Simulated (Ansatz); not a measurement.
**CH4BO: which of these isomers lies lowest?**

2 of its isomers, all doublets with charge 0: A = `[BH]OC`; B = `CB[O]`.

Shapes, held fixed at every level: PBE0-D4/def2-TZVP. Flexible molecules stand in one conformer, not always the lowest. Programs: Ansatz 0.2.0.

Electronic energies in kJ/mol, without zero-point or thermal terms.

```
                level                    kind   B − A
          HF/def2-SVP            Hartree–Fock  -120.7
        HF/def2-TZVPP            Hartree–Fock  -117.9
  B3LYP-D4/def2-TZVPP           global hybrid  -115.5
   PBE0-D4/def2-TZVPP           global hybrid  -111.0
r2SCAN0-D4/def2-TZVPP           global hybrid  -111.9
   wB97X-V/def2-TZVPP  range-separated hybrid  -110.7
       MP2/def2-TZVPP     perturbation theory   -64.9
 CCSD(T)/CBS estimate   coupled cluster or CI   -98.9
```

The highest level, CCSD(T)/CBS estimate, puts B lowest of these. All levels agree on that. The B − A difference spans -120.7 to -64.9 kJ/mol over the levels. Open shells run unrestricted unless RO is named. The CBS estimate extrapolates MP2 from def2-TZVPP and def2-QZVPP and adds CCSD(T) − MP2 in the triple-zeta set, cores frozen.
